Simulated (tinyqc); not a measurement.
Inside a calculation. Method: RHF in the sto-3g basis, for H2F+, spin multiplicity 1. One step of it, computed by the program tinyqc.

Task: Iteration 1: diagonalisation and new density. Diagonalise F' = X^T F X, C = X C', fill 5 alpha and 5 beta electrons from the bottom; D = 2 C_occ C_occ^T. Each column has its largest component positive (the first on a tie).

Fock matrix F (hartree):
```
             1F 1s      1F 2s     1F 2px     1F 2py     1F 2pz      2H 1s      3H 1s
1F 1s   -31.559929  -7.542615   0.000000   0.000000  -0.027214  -1.471248  -1.471248
1F 2s    -7.542615  -4.839045   0.000000   0.000000   0.092212  -1.534857  -1.534857
1F 2px    0.000000   0.000000  -2.944920   0.000000   0.000000   0.000000   0.000000
1F 2py    0.000000   0.000000   0.000000  -3.014832   0.000000  -0.745239   0.745239
1F 2pz   -0.027214   0.092212   0.000000   0.000000  -2.902757  -0.380040  -0.380040
2H 1s    -1.471248  -1.534857   0.000000  -0.745239  -0.380040  -1.255090  -0.489019
3H 1s    -1.471248  -1.534857   0.000000   0.745239  -0.380040  -0.489019  -1.255090
```

X:
```
            1F 1s      1F 2s    1F 2px     1F 2py     1F 2pz      2H 1s      3H 1s
1F 1s    1.024072  -0.139796  0.000000   0.000000  -0.006222   0.019595   0.019595
1F 2s   -0.139796   1.189653  0.000000   0.000000   0.063863  -0.247292  -0.247292
1F 2px   0.000000   0.000000  1.000000   0.000000   0.000000   0.000000   0.000000
1F 2py   0.000000   0.000000  0.000000   1.093459   0.000000  -0.203119   0.203119
1F 2pz  -0.006222   0.063863  0.000000   0.000000   1.024353  -0.094642  -0.094642
2H 1s    0.019595  -0.247292  0.000000  -0.203119  -0.094642   1.152602  -0.082899
3H 1s    0.019595  -0.247292  0.000000   0.203119  -0.094642  -0.082899   1.152602
```

Give: F' = X^T F X; orbital energies; coefficients C; D after iteration 1.

Result:

F' = X^T F X (hartree):
```
          1        2        3        4        5        6        7
1  -31.1346  -3.4254   0.0000   0.0000  -0.0470  -0.2685  -0.2685
2   -3.4254  -3.5405   0.0000   0.0000   0.1210  -0.4103  -0.4103
3    0.0000   0.0000  -2.9449   0.0000   0.0000   0.0000   0.0000
4    0.0000   0.0000   0.0000  -3.0058   0.0000  -0.2064   0.2064
5   -0.0470   0.1210   0.0000   0.0000  -2.8986  -0.0920  -0.0920
6   -0.2685  -0.4103   0.0000  -0.2064  -0.0920  -0.7621  -0.0921
7   -0.2685  -0.4103   0.0000   0.2064  -0.0920  -0.0921  -0.7621
```

orbital energies (hartree): MO1 -31.5600, MO2 -3.2642, MO3 -3.0418, MO4 -2.9449, MO5 -2.8842, MO6 -0.7194, MO7 -0.6341

coefficients C:
```
           MO1      MO2      MO3     MO4      MO5      MO6      MO7
1F 1s   0.9998  -0.2449   0.0000  0.0000  -0.0678   0.0708   0.0000
1F 2s   0.0009   1.0499   0.0000  0.0000   0.3019  -0.6065   0.0000
1F 2px  0.0000   0.0000   0.0000  1.0000   0.0000   0.0000   0.0000
1F 2py  0.0000   0.0000   1.0502  0.0000   0.0000   0.0000  -0.4187
1F 2pz  0.0008  -0.2285   0.0000  0.0000   0.9860  -0.2165   0.0000
2H 1s   0.0003  -0.0637  -0.0949  0.0000  -0.0569   0.7971   0.8919
3H 1s   0.0003  -0.0637   0.0949  0.0000  -0.0569   0.7971  -0.8919
```

D after iteration 1:
```
          1F 1s    1F 2s  1F 2px   1F 2py   1F 2pz    2H 1s    3H 1s
1F 1s    2.1281  -0.5532  0.0000   0.0000  -0.0201   0.0395   0.0395
1F 2s   -0.5532   2.3868  0.0000   0.0000   0.1156  -0.1682  -0.1682
1F 2px   0.0000   0.0000  2.0000   0.0000   0.0000   0.0000   0.0000
1F 2py   0.0000   0.0000  0.0000   2.2057   0.0000  -0.1992   0.1992
1F 2pz  -0.0201   0.1156  0.0000   0.0000   2.0489  -0.0831  -0.0831
2H 1s    0.0395  -0.1682  0.0000  -0.1992  -0.0831   0.0326  -0.0034
3H 1s    0.0395  -0.1682  0.0000   0.1992  -0.0831  -0.0034   0.0326
```
